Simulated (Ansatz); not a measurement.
Energy needed to pull apart Si₂H₄S, singlet, into free ground-state atoms, from the structure below (displaced at random from a GFN2-xTB minimum); no zero-point or spin–orbit terms; open-shell atoms are treated unrestricted, in their ground-state multiplicity.

```xyz
7
angstrom
Si -0.8468 0.2243 -0.3184
Si 1.0130 -0.6917 0.4947
S 2.0492 -0.3592 1.9906
H -1.7049 -0.3087 -1.1628
H -0.7208 1.6020 -1.0992
H -1.3253 1.1229 0.8854
H 1.1909 -1.8960 -0.7680
```

Ansatz 0.2.0; basis: def2-TZVPP; cores frozen in the correlated methods.

| method | atomization energy (kcal/mol) |
| --- | --- |
| PBE-D4 | 437.2 |
| revPBE-D4 | 429.8 |
| r2SCAN-D4 | 438.9 |
| PBE0-D4 | ? |
| CAM-B3LYP-D4 | ? |
| wB97M-V | 436.6 |
| HF | 300.6 |
| MP2 | 417.4 |
| CCSD | 411.6 |
| CCSD(T) | 419.6 |

(1) What does CAM-B3LYP-D4 give? (To be estimated.)

(2) What does PBE0-D4 give? (An estimate is asked for; the value comes from the calculation.)

No T1 diagnostic of these runs exceeds 0.018.

## Answers

(1) The calculation gives: 432.5 kcal/mol, which is about 12.9 kcal/mol more than CCSD(T)/def2-TZVPP.

(2) The calculation gives: 431.4 kcal/mol, which is about 11.8 kcal/mol more than CCSD(T)/def2-TZVPP.

In triple zeta the MP2 and coupled-cluster atomization energies are still short of their basis limit by a few kcal/mol a bond, whereas those of the functionals are nearly converged, so these differences are not deviations from converged CCSD(T).

For scale, one of the runs: CCSD(T)/def2-TZVPP forces, 182 basis functions (an equivalent command: `ansatz run in.yaml --threads 4`). The run took 84 s on 4 CPU threads (shared host), with 3 GiB of host memory at its peak.
